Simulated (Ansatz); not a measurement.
CH5OSi, SMILES `CO[SiH2]` radical, relaxed with UKS PBE-D4/def2-SVP in Ansatz from a rough embedded geometry. The force threshold is 0.03 eV/Å; the program also tests the step.

The species carries charge 0 and has multiplicity 2.

Start:

```xyz
8

C     0.240   -0.625   -0.756
O     0.351    0.763   -0.557
Si   -0.166    1.347    0.895
H    -0.837   -1.002   -0.740
H     0.815   -1.213   -0.117
H     0.609   -0.829   -1.841
H    -1.596    0.966    1.111
H     0.584    0.592    2.005
```

| step | energy (eV) | largest force (eV/Å) | largest move (Å) |
| --- | --- | --- | --- |
| 1 | -11029.0785 | 3.110 | 0.000 |
| 2 | -11029.2848 | 0.818 | 0.107 |
| 3 | -11029.3198 | 0.101 | 0.037 |
| 4 | -11029.3275 | 0.263 | 0.071 |
| 5 | -11029.3289 | 0.060 | 0.020 |
| 6 | -11029.3291 | 0.006 | 0.003 |
| 7 | -11029.3291 | 0.002 | 0.001 |
| 8 | -11029.3291 | 0.004 | 0.002 |
| 9 (rejected) | -11029.3233 | 0.320 | 0.197 |
| 10 | -11029.3294 | 0.130 | 0.097 |
| 11 | -11029.3307 | 0.139 | 0.039 |
| 12 | -11029.3323 | 0.329 | 0.146 |
| 13 | -11029.3406 | 0.256 | 0.089 |
| 14 | -11029.3658 | 0.274 | 0.200 |
| 15 | -11029.3780 | 0.288 | 0.198 |
| 16 | -11029.3890 | 0.341 | 0.109 |
| 17 | -11029.4274 | 0.192 | 0.200 |
| 18 (rejected) | -11029.4273 | 0.270 | 0.121 |
| 19 | -11029.4323 | 0.047 | 0.060 |
| 20 | -11029.4347 | 0.029 | 0.071 |

End:

```xyz
8

C     0.267   -0.752   -0.888
O    -0.489    0.332   -0.386
Si   -0.088    1.235    0.979
H    -0.388   -1.645   -0.990
H     1.125   -1.032   -0.235
H     0.665   -0.507   -1.897
H    -1.317    2.058    1.273
H     0.225    0.310    2.145
```

Hardware: 2 threads of a server CPU on a shared host. Wall time 32 s, peak host memory 0.15 GiB.
